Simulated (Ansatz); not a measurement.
System: C$_{2}$H$_{3}$ (charge -1, singlet). It need not be the lowest isomer of its formula. Whether it binds its extra electron was not tested at this geometry. 
Geometry from a B3LYP-D3(BJ)/def2-TZVP (Ansatz, a first-principles code) optimisation:
```xyz
5

C      0.0128     0.1088     0.7759
C     -0.0100     0.0373    -0.5734
H      0.0249    -0.9369     1.1761
H     -0.0253     0.9437    -1.1977
H     -0.0161    -0.8834    -1.1933
```
Charge -1, spin multiplicity 1.

Q: Give the harmonic wavenumbers at B3LYP-D3(BJ)/def2-TZVP (Ansatz, finite differences of forces, unscaled).

A: 856, 942, 1096, 1233, 1390, 1538, 2716, 2821, 2927 cm⁻¹. Zero-point energy 22.2 kcal/mol.

Q: From these and the geometry, give the ideal-gas thermochemistry at 298.15 K and 1 atm (rigid rotor, harmonic oscillator).

A: Point group Cs, rotational symmetry number 1. Rotational constants 188.4, 32.76, 27.91 GHz. S(trans) 35.82, S(rot) 18.17, S(vib) 0.41, S(elec, spin only) 0.00, S 54.4 cal/(mol K). H(298) - H(0) 2.47 kcal/mol; G - E(el) 8.4 kcal/mol.
